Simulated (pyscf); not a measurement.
A first-order saddle from PySCF, ωB97X-D3(BJ)/def2-SVP:

```xyz
9

As    -0.6165    -0.4333    -0.5498
O      0.8991     0.2537    -1.3708
H      0.3112    -0.3562     0.8678
H     -1.2533     0.8923    -0.9235
H      1.5792    -0.4337    -1.3856
As    -0.6366     0.4272     2.0922
H     -1.7771    -0.4788     0.7183
H      0.6151     1.3343     2.1293
H     -1.4678     1.6162     1.6379
```

Surface: singlet, charge 0. Lowest wavenumbers (cm⁻¹): 686i, 90, 260, 326, 388.

Question: What reaction is this the transition state of?

Answer: HO–AsH₂ (SMILES O[AsH2]) + AsH₃ (SMILES [AsH3]) ⇌ HO–AsH₂ (SMILES O[AsH2]) + AsH₃ (SMILES [AsH3]), a four-centre exchange read from left to right: As–H, As–H broken and As–H, As–H formed. At ωB97M-D3(BJ)/def2-TZVP it lies +66.0 kcal/mol from the left side and +66.0 kcal/mol from the right (each side as separated species at their lowest minima found). At the saddle there is also a short As–As contact that neither side keeps. The same reactants have a lower exit, to H₂As–AsH₂ + H₂O (barrier +37.0 kcal/mol at ωB97M-D3(BJ)/def2-TZVP, against +66.0 kcal/mol here). Another saddle between the same species, by other bonds, lies lower (51.6 kcal/mol against 66.0 kcal/mol at ωB97M-D3(BJ)/def2-TZVP). Elements up to Kr have no core potential and no relativistic terms here.
